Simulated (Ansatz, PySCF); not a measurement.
Species: C₂H₄O₂, charge 0, singlet. C2H4O2 (methyl formate, SMILES COC=O).
B3LYP-D3(BJ)/def2-TZVP minimum from Ansatz (a program for electronic structure):
```
O
C 1 1.3374
O 2 1.1990 1 125.87
H 2 1.0980 3 125.01 1 -180.00
C 1 1.4400 2 115.72 4 180.00
H 5 1.0858 1 105.58 2 -180.00
H 5 1.0891 6 110.74 1 119.38
H 5 1.0891 6 110.74 7 121.24
```

Wanted: enthalpy of formation at 298 K (by atomisation, with ideal-gas terms from PySCF's Hessian at B3LYP-D3(BJ)/def2-TZVP and the atoms' measured values of the G2/97 table; no spin-orbit terms), in kJ/mol. Open shells are spin-unrestricted; no spin-orbit coupling. CBS(X,Y): correlation extrapolated as X^-3, Hartree-Fock from the larger set. A bracket is a step between two methods taken in the basis named. Functionals run without relativity, which enters their misses. 'core' is core correlation in cc-pwCVTZ, 'X2C' scalar relativity in cc-pVTZ-DK, both at CCSD(T). For partners of very few electrons the exact lower level stands in for a higher one.

Measured: -85.5 kcal/mol, -357.8 kJ/mol (Active Thermochemical Tables 1.112 (ions: stationary electron), as tabulated in the package chemicals); atomic spin-orbit terms, which the calculations lack, would raise the computed values.

**Question.** What does PBE/def2-TZVPD (Ansatz) give here, and how do the other levels compare?

**Answer.** PBE gives -461.0 kJ/mol, 103.2 kJ/mol below it. Errors of the others: B3LYP/def2-TZVPD (Ansatz) 18.9; PBE0/def2-TZVPD (Ansatz) 1.3; wB97M-V/def2-TZVPD (Ansatz) -5.2; CCSD(T)/CBS(cc-pVTZ,cc-pVQZ) + core + X2C (Ansatz) -3.7; CCSD(T)/CBS(cc-pVTZ,cc-pVQZ) + [CCSDT(Q) - CCSD(T)]/cc-pVDZ + core + X2C (Ansatz) -7.7 kJ/mol. Nearer than PBE: B3LYP/def2-TZVPD, PBE0/def2-TZVPD, wB97M-V/def2-TZVPD, CCSD(T)/CBS(cc-pVTZ,cc-pVQZ) + core + X2C, CCSD(T)/CBS(cc-pVTZ,cc-pVQZ) + [CCSDT(Q) - CCSD(T)]/cc-pVDZ + core + X2C.
